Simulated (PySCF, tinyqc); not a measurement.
Inside a calculation. Method: FCI on RHF in the sto-3g basis, frozen core, for LiH, spin multiplicity 1. The lowest restricted solution is unstable here: a spin-polarised one lies 0.0390 hartree lower (PySCF). One step of it, computed by the program tinyqc.

Problem. FCI: determinants and Hamiltonian. Slater-Condon rules over spin orbitals, with the nuclear repulsion and the energy of the frozen orbital added and E(HF) subtracted on the diagonal. Only determinants linked to the reference directly or through others are kept (one block of an abelian symmetry group), so some states are absent.

one-electron integrals dressed by the frozen orbital, h + 2 (pq|11) - (p1|1q) (hartree), lower triangle:
```
           2          3          4          5          6
2  -0.622387
3   0.073882  -0.328510
4   0.000000   0.000000  -0.277718
5   0.000000   0.000000   0.000000  -0.277718
6   0.099697  -0.080684   0.000000   0.000000  -0.346551
```

energy of the frozen orbital, 2 h_11 + (11|11) = -7.53931842 hartree

Two-electron integrals over orbitals (pq|rs), unique and non-zero (hartree); the lowest 1 orbital is frozen and left out:
```
(22|22) 0.421885    (32|22) -0.073882   (32|32) 0.037450    (33|22) 0.214692
(33|32) 0.018528    (33|33) 0.313223    (42|42) 0.020941    (43|42) 0.022189
(43|43) 0.041212    (44|22) 0.226827    (44|32) 0.024431    (44|33) 0.274481
(44|44) 0.312946    (52|52) 0.020941    (53|52) 0.022189    (53|53) 0.041212
(54|54) 0.016869    (55|22) 0.226827    (55|32) 0.024431    (55|33) 0.274481
(55|44) 0.279207    (55|55) 0.312946    (62|22) -0.099697   (62|32) 0.059465
(62|33) 0.011602    (62|44) 0.046603    (62|55) 0.046603    (62|62) 0.131251
(63|22) 0.070075    (63|32) -0.031750   (63|33) -0.036842   (63|44) -0.015196
(63|55) -0.015196   (63|62) -0.048222   (63|63) 0.043318    (64|42) 0.016586
(64|43) 0.009441    (64|64) 0.017747    (65|52) 0.016586    (65|53) 0.009441
(65|65) 0.017747    (66|22) 0.385130    (66|32) -0.051775   (66|33) 0.242843
(66|44) 0.251062    (66|55) 0.251062    (66|62) -0.065841   (66|63) 0.047155
(66|66) 0.374780
```

nuclear repulsion = 0.60615946 hartree

Hartree-Fock energy = -7.75604860 hartree

Give: determinants; H - E(HF) between determinants.

Solution.

Occupation strings over the orbitals (2 doubly, a alpha, b beta, 0 empty; spin orbitals ordered 1a 1b 2a 2b ...): 220000 2ab000 2a000b 2ba000 2b000a 202000 20a00b 200200 200020 20b00a 200002

H - E(HF) between determinants (hartree), lower triangle:
```
         220000   2ab000   2a000b   2ba000   2b000a   202000   20a00b   200200
220000   0.0000
2ab000   0.0000   0.0867
2a000b   0.0000  -0.0106   0.2391
2ba000   0.0000  -0.0375  -0.0595   0.0867
2b000a   0.0000  -0.0595  -0.1313  -0.0106   0.2391
202000   0.0375   0.0924  -0.0317  -0.0924   0.0317   0.4791
20a00b   0.0595  -0.0317   0.0221  -0.1113   0.0482  -0.1175   0.3907
200200   0.0209   0.0222   0.0166  -0.0222  -0.0166   0.0412   0.0094   0.5804
200020   0.0209   0.0222   0.0166  -0.0222  -0.0166   0.0412   0.0094   0.0169
20b00a  -0.0595  -0.1113   0.0482  -0.0317   0.0221   0.1175  -0.0433  -0.0094
200002   0.1313  -0.0482   0.0339   0.0482  -0.0339   0.0433  -0.0335   0.0177

         200020  20b00a  200002
200020   0.5804
20b00a  -0.0094  0.3907
200002   0.0177  0.0335  0.5046
```
